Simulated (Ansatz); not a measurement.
in.yaml

```yaml
crystal:
  periodic: [false, false, false]
  atoms:
    - {symbol: Ge, position_ang: [0.000000, -0.063662, 1.106172]}
    - {symbol: O, position_ang: [0.000000, 0.336604, -4.980682]}
    - {symbol: H, position_ang: [1.259685, -0.812129, 1.583594]}
    - {symbol: H, position_ang: [0.000000, 1.391697, 1.581046]}
    - {symbol: H, position_ang: [-1.259685, -0.812129, 1.583594]}
    - {symbol: H, position_ang: [0.000000, -0.522511, -5.407389]}
basis:
  gaussian: {orbitals: cc-pVDZ, fitting: {mean_field: def2-universal-jkfit}}
magnetization: {spin_polarized: false}
correlation: {method: ccsd_t, electrons: all}
accuracy: high
scf: {omitted_lower_state_checks: [cluster_reference]}
```

```sh
$ ansatz run in.yaml --threads 1 --pin off --events-out ev --progress --plain --max-ram 2393MiB
```

Roughly how long does this take on 1 thread of Arm Neoverse V1, shared host, and how much host memory?

8.5 s wall and 0.29 GiB.

```
these checks for a lower state are left out or cut short: cluster_reference
415 factors; integrals over basis functions are off by at most 3.8e-1 eV
mean field evaluation 1: about -58558.1873 eV, gradient 4.9e1 eV
mean field evaluation 2: about -58438.1847 eV, gradient 1.2e2 eV
mean field evaluation 4: about -58562.1088 eV, gradient 2.1e1 eV
mean field evaluation 8: about -58551.8895 eV, gradient 5.0e1 eV
mean field evaluation 16: about -58564.5261 eV, gradient 2.8e-8 eV
mean field evaluation 32: about -58564.4767 eV, gradient 1.8e-3 eV
mean field evaluation 64: about -58563.9218 eV, gradient 1.3e1 eV
mean field -58564.52609460 eV, -2152.2066375152 hartree, gradient 2.8e-8 eV, S^2 0.000000; 8 other end points of the search recorded, 0 dependent functions left out; unrestricted orbitals would lower it
reference -58564.52609460 eV, -2152.2066375152 hartree; 22, 22 occupied and 39, 39 virtual orbitals, 415 factors
second order -14.71569673 eV of doubles, -0.00000000 eV of singles
cycle   1  -10.08311252 eV  change    -2.1e0 eV  update   1.5e-1
cycle   2  -11.00011661 eV  change   -9.2e-1 eV  update   1.3e-1
cycle   3  -11.54664659 eV  change   -5.5e-1 eV  update   1.1e-1
...
cycle  26  -13.43698516 eV  change   -4.1e-6 eV  update   7.4e-7
cycle  27  -13.43698773 eV  change   -2.6e-6 eV  update   4.5e-7
cycle  28  -13.43699119 eV  change   -3.5e-6 eV  update   2.6e-7
cycle  29  -13.43699136 eV  change   -1.7e-7 eV  update   5.1e-8
cycle  30  -13.43699104 eV  change    3.2e-7 eV  update   3.1e-8
cycle  31  -13.43699121 eV  change   -1.7e-7 eV  update   1.7e-8
cycle  32  -13.43699123 eV  change   -1.7e-8 eV  update   6.6e-9
cycle  33  -13.43699121 eV  change    2.5e-8 eV  update   3.7e-9
cycle  34  -13.43699120 eV  change    7.1e-9 eV  update   1.4e-9
cycle  35  -13.43699120 eV  change  -8.9e-10 eV  update  6.6e-10
perturbative correction -2.65341331 eV, -0.0975111407 hartree
WARN: these amplitudes may be one of several solutions (largest doubles amplitude 0.92, level shift 13.12 eV)
Total energy: -58580.61649912 eV, -2152.7979489745 hartree
Checks for a lower state left out: cluster_reference
```
